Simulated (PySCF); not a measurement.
SiH from Hartree–Fock to correlated methods

State: ²Π (doublet), unpaired electrons π ↑. Set-up: PySCF, no relativity, basis sets Si cc-pV(D+d)Z, H cc-pVDZ. De refers to Si + H in their high-spin ground configurations, without counterpoise correction. The functionals are run spin-unrestricted. A positive dipole means Si(−)H(+).

```json
{"Level": "UHF", "Re (Å)": "1.521", "ωe (cm⁻¹)": "2125", "De (eV)": "2.22", "μ (D)": "0.24"}
{"Level": "UHF-MP2", "Re (Å)": "1.525", "ωe (cm⁻¹)": "2094", "De (eV)": "2.76", "μ (D)": "n/a"}
{"Level": "UHF-SCS-MP2", "Re (Å)": "1.527", "ωe (cm⁻¹)": "2083", "De (eV)": "2.86", "μ (D)": "n/a"}
{"Level": "UHF-CCSD", "Re (Å)": "1.531", "ωe (cm⁻¹)": "2045", "De (eV)": "2.90", "μ (D)": "n/a"}
{"Level": "UHF-CCSD(T)", "Re (Å)": "1.533", "ωe (cm⁻¹)": "2034", "De (eV)": "2.92", "μ (D)": "n/a"}
{"Level": "PBE", "Re (Å)": "1.556", "ωe (cm⁻¹)": "1945", "De (eV)": "3.09", "μ (D)": "0.14"}
{"Level": "r²SCAN", "Re (Å)": "1.539", "ωe (cm⁻¹)": "2009", "De (eV)": "3.08", "μ (D)": "0.22"}
{"Level": "r²SCANh", "Re (Å)": "1.536", "ωe (cm⁻¹)": "2028", "De (eV)": "3.07", "μ (D)": "0.22"}
{"Level": "PBE0", "Re (Å)": "1.541", "ωe (cm⁻¹)": "2020", "De (eV)": "3.06", "μ (D)": "0.19"}
{"Level": "B97-3", "Re (Å)": "1.538", "ωe (cm⁻¹)": "2023", "De (eV)": "3.17", "μ (D)": "0.18"}
{"Level": "BHandHLYP", "Re (Å)": "1.526", "ωe (cm⁻¹)": "2073", "De (eV)": "3.15", "μ (D)": "0.16"}
```

Problem. Which functional lies closest to UHF-CCSD(T) in De, which farthest, and by how much do they differ from it?

Solution. Closest is PBE0 (+0.8 pm in Re, -0.7 % in ωe, +0.14 eV in De against UHF-CCSD(T) in the same basis), farthest B97-3 (+0.5 pm in Re, -0.5 % in ωe, +0.25 eV in De). CCSD(T) converges more slowly with the basis than the functionals do and binds too weakly in this one, so the order can change at the basis-set limit.

Problem. What does a quarter of exact exchange do here, going from PBE to PBE0?

Solution. PBE0 less PBE: -1.5 pm in Re, +3.9 % in ωe, -0.03 eV in De. Exact exchange removes part of the self-interaction that spreads semilocal densities, and in most molecules shortens and stiffens the bond and lowers De; so it does here.

Problem. What does the step from GGA to meta-GGA do here, going from PBE to r²SCAN?

Solution. r²SCAN less PBE: -1.7 pm in Re, +3.3 % in ωe, -0.01 eV in De. 

Correlated steps freeze 5 core orbitals. Correlated levels converge slowly with the basis: in double zeta they bind strong bonds too weakly, by up to about 1 eV, and carry superposition errors of some tenths. The state is the lowest determinant that a PBE0 search found; another state may lie lower at other levels.

The whole job (state search and all levels along the bond) took about 0.33 min on 1 thread of Intel Xeon 6975P-C (shared host), peak memory 0.36 GiB.
